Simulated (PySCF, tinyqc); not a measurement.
RHF in the sto-6g basis, for OH-, spin multiplicity 1, step by step. The basis has no diffuse functions, so it cannot describe the extra electron: this is an exercise in the method, not the real anion. The lowest restricted solution is unstable here: a spin-polarised one lies 0.0118 hartree lower (PySCF). One step of it, computed by the program tinyqc.

Question. Iteration 2: DIIS coefficients. Solve [B -1; -1 0][c; lambda] = [0; -1] for the coefficients, which sum to one.

B (overlaps of the stored error matrices):
```
[[3.0400229e-01, -1.3437961e-02],
 [-1.3437961e-02, 3.8925770e-03]]
```

Give: DIIS coefficients.

Answer.

DIIS coefficients: [0.0518, 0.9482]
